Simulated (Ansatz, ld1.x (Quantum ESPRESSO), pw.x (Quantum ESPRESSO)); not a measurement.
**Equation-of-state test of one TM potential (Fe)**

* Element: iron (Fe)
* Generator: ld1.x (Quantum ESPRESSO) 7.5
* Type: norm-conserving Troullier–Martins (Kleinman–Bylander form)
* Functional: LDA (PW92)
* Relativity: scalar-relativistic
* Frozen core: [Ar]
* Valence charge: 8
* Reference configuration: 3d6 4s0.5 4p0 (charge +1.5)
* Partial waves: 4s (bound): rc 2.45 bohr; 4p (bound, empty): rc 2.05 bohr; 3d (bound): rc 1.85 bohr
* Local potential: all-electron potential smoothed inside 1.95 bohr (lloc = -1)
* Core correction: a·sin(br)/r model core inside 1.10 bohr

Crystal test: diamond Fe in pw.x 7.5, no spin, 10³ k-points, Fermi–Dirac smearing 0.01 Ry, cutoffs 170/680 Ry. The reference is all-electron LAPW (Ansatz 0.2.0) with the same functional, mesh and smearing; V0 and B0 come from Birch–Murnaghan fits to the pressures at five volumes. Errors are pseudo minus all-electron; Δ is the rms difference of the E(V) curves that follow from these fits, minima aligned, over ±6 % about the mean V0. Mesh and smearing are coarse, so the numbers serve the comparison and aren't converged zero-temperature values; the lattice is a test structure that the element need not adopt. Spin polarisation and strong correlation are left out, which matters for this element.

| V (Å³/atom) | P all-electron (GPa) | P pseudo (GPa) |
| --- | --- | --- |
| 12.788 | 10.80 | 7.90 |
| 13.124 | 5.03 | 2.53 |
| 13.461 | -0.01 | -2.18 |
| 13.798 | -4.41 | -6.31 |
| 14.134 | -8.24 | -9.93 |

All-electron: a0 = 4.758 Å (V0 = 13.46 Å³/atom), B0 = 188.1 GPa.

Pseudopotential: mean pressure error (GPa): -2.23; a0 (Å): 4.739; a0 error (%): -0.40; B0 error (%): -1.4; Δ (meV/atom): 6.7. The largest radius (2.45 bohr) exceeds half the bond length (1.95 bohr), so the spheres overlap, which is one possible source of error among others.

Task: At the middle volume, how do free energy and pressure move when the wave cutoff is lowered (ecutrho kept at four times it)?

Result:

```csv
cutoff (Ry),shift of F (meV/atom),shift of P (GPa)
76,+115.0,-12.12
102,+24.5,-0.08
136,+7.1,-0.44
```

The run at the middle volume (47 k-points, 9 iterations) took about 1.7 min on one core of a shared host (Neoverse-V1, 32 threads, 247 GiB, load 27).
